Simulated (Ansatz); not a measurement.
# One shape, several levels: BH2ClO (SMILES OBCl)

Wanted: a comparison of 6 runs (HF/STO-3G, UHF/STO-3G, HSE06/STO-3G, r2SCAN0/STO-3G, wB97M-V/STO-3G, CCSDT/STO-3G) of BH2ClO. 

The results are computed with Ansatz 0.2.0.

65 further runs of the same task are left out: 4 that didn't finish, 61 set aside as unsound or not needed.

## Step 1: The system as given

The species is BH2ClO (5 atoms), meant as a singlet with charge 0. SMILES: `OBCl`. The Cl3–B2 distance was set to 2.208 Å, away from the relaxed value.

Bond lengths: O1–B2 1.340 Å, B2–Cl3 2.208 Å, O1–H4 0.963 Å, B2–H5 1.189 Å. Angles: O1–B2–Cl3 121.0°, O1–B2–H5 119.8°, Cl3–B2–H5 119.2°, B2–O1–H4 113.9°.

## Step 2: A single-point energy at HF/STO-3G (run 1)

File molecule.yaml:

```yaml
basis:
  gaussian: {orbitals: STO-3G}
crystal:
  periodic: [false, false, false]
  atoms:
    - {symbol: O, position_ang: [-0.965692, -1.026869, 0.130390]}
    - {symbol: B, position_ang: [0.276608, -0.545469, 0.271190]}
    - {symbol: Cl, position_ang: [0.788600, 1.496000, -0.395300]}
    - {symbol: H, position_ang: [-1.580092, -0.407069, -0.276410]}
    - {symbol: H, position_ang: [1.120908, -1.223369, 0.761890]}
hamiltonian: {xc: hf}
accuracy: high
```

The run is started by

```bash
ansatz run molecule.yaml --threads 1 --pin off --max-ram 2610MiB --events-out events.jsonl --progress --plain --runs-dir runs
```

What it wrote:

```text
Warning: RAYON_NUM_THREADS=1 ignored (pool sized by the plan → 1); use --threads N
Functional definition: HF
  name "HF"
  exchange = exact_x
  correlation = 0
365 factors; integrals over basis functions are off by at most 3.1e-8 eV
mean field evaluation 1: about -15072.3314 eV, gradient 2.2e1 eV
mean field evaluation 2: about -15072.3808 eV, gradient 2.2e1 eV
mean field evaluation 4: about -15074.9306 eV, gradient 2.1e0 eV
mean field evaluation 8: about -15074.9520 eV, gradient 6.0e-2 eV
mean field -15074.95204621 eV, -553.9942695288 hartree, gradient 2.8e-8 eV, S^2 0.000000; 0 other end points of the search recorded, 0 dependent functions left out
reference -15074.95204621 eV, -553.9942695288 hartree; 16, 16 occupied and 5, 5 virtual orbitals, 365 factors
Total energy: -15074.95204621 eV, -553.9942695288 hartree
```

Wall time 0.12 s (1 thread of Arm Neoverse V1, shared host).

## Step 3: The energy at UHF/STO-3G (run 2)

File molecule.yaml:

```yaml
crystal:
  periodic: [false, false, false]
  atoms:
    - symbol: O
      position_ang: [-0.965692, -1.026869, 0.130390]
    - symbol: B
      position_ang: [0.276608, -0.545469, 0.271190]
    - symbol: Cl
      position_ang: [0.788600, 1.496000, -0.395300]
    - symbol: H
      position_ang: [-1.580092, -0.407069, -0.276410]
    - symbol: H
      position_ang: [1.120908, -1.223369, 0.761890]
basis:
  gaussian: {orbitals: STO-3G}
magnetization: {spin_polarized: true, initial_magnetization: 0}
hamiltonian: {xc: hf}
accuracy: high
```

The run is started by

```bash
ansatz run molecule.yaml --threads 1 --pin off --max-ram 2610MiB --events-out events.jsonl --progress --plain --runs-dir runs
```

What it wrote:

```text
Warning: RAYON_NUM_THREADS=1 ignored (pool sized by the plan → 1); use --threads N
[... 4 set-up lines as earlier in the session ...]
365 factors; integrals over basis functions are off by at most 3.1e-8 eV
mean field evaluation 1: about -15072.3314 eV, gradient 1.6e1 eV
mean field evaluation 2: about -15072.3808 eV, gradient 1.6e1 eV
mean field evaluation 4: about -15074.9305 eV, gradient 1.5e0 eV
mean field evaluation 8: about -15074.9520 eV, gradient 4.1e-2 eV
mean field -15074.95204621 eV, -553.9942695288 hartree, gradient 1.4e-8 eV, S^2 0.000000; 0 other end points of the search recorded, 0 dependent functions left out
reference -15074.95204621 eV, -553.9942695288 hartree; 16, 16 occupied and 5, 5 virtual orbitals, 365 factors
Total energy: -15074.95204621 eV, -553.9942695288 hartree
```

It took 0.14 s on 1 thread of Arm Neoverse V1, shared host.

Runs 3 to 5 aren't shown in full; the table further down has their settings and results.

## Step 4: The energy at CCSDT/STO-3G (run 6)

File input.yaml:

```yaml
crystal:
  periodic: [false, false, false]
  atoms:
    - {symbol: O, position_ang: [-0.965692, -1.026869, 0.130390]}
    - {symbol: B, position_ang: [0.276608, -0.545469, 0.271190]}
    - {symbol: Cl, position_ang: [0.788600, 1.496000, -0.395300]}
    - {symbol: H, position_ang: [-1.580092, -0.407069, -0.276410]}
    - {symbol: H, position_ang: [1.120908, -1.223369, 0.761890]}
basis:
  gaussian:
    orbitals: STO-3G
correlation:
  method: ccsdt
  frozen_orbitals: {B: 1, Cl: 5, H: 0, O: 1}
accuracy: high
scf:
  omitted_lower_state_checks: [cluster_reference, increment]
```

The run is started by

```bash
ansatz run input.yaml --threads 1 --pin off --max-ram 2610MiB --events-out events.jsonl --progress --plain --runs-dir runs
```

What it wrote, shortened:

```text
Warning: RAYON_NUM_THREADS=1 ignored (pool sized by the plan → 1); use --threads N
[... 2 set-up lines as earlier in the session ...]
[...]
365 factors; integrals over basis functions are off by at most 3.1e-8 eV
[...]
mean field -15074.95204621 eV, -553.9942695288 hartree, gradient 2.8e-8 eV, S^2 0.000000; 0 other end points of the search recorded, 0 dependent functions left out
7 core orbitals not correlated: weight in the atoms' cores, before any rotation towards them, 1.000 or more for the frozen orbitals, at most 0.000 for the correlated occupied ones
reference -15074.95204621 eV, -553.9942695288 hartree; 9, 9 occupied and 5, 5 virtual orbitals, 365 factors
second order -2.62035542 eV of doubles, -0.00000000 eV of singles
cycle   1  -2.89785280 eV  change   -2.8e-1 eV  update   1.0e-1
[...]
cycle  22  -3.39080212 eV  change   -1.4e-9 eV  update   1.7e-9
Total energy: -15078.34284833 eV, -554.1188792084 hartree
Checks for a lower state left out: cluster_reference, increment
```

It took 0.36 s on 1 thread of Arm Neoverse V1, shared host.

## Step 5: The series

```tsv
run	level	frozen core orbitals	energy (Eh)	wall time
1	HF/STO-3G	–	-553.994270	0.12 s
2	UHF/STO-3G	–	-553.994270	0.14 s
3	HSE06/STO-3G	–	-554.895507	1.4 s
4	r2SCAN0/STO-3G	–	-555.101560	2.8 s
5	wB97M-V/STO-3G	–	-555.187222	19 s
6	CCSDT/STO-3G	7	-554.118879	0.36 s
```

## Step 6: What came out

| quantity | value |
| --- | --- |
| run 6: total energy | -554.11888 Eh |
| run 6: correlation energy (7 core orbitals frozen) | -124.6 mEh |
| run 6: T1 diagnostic | 0.018 |

What this shows: Totals of different functionals can't be ranked against each other. In runs 1, 2, 3, 4, 5, 6 the basis is minimal, so the values are rough. All runs together took 24 s, the longest 19 s.
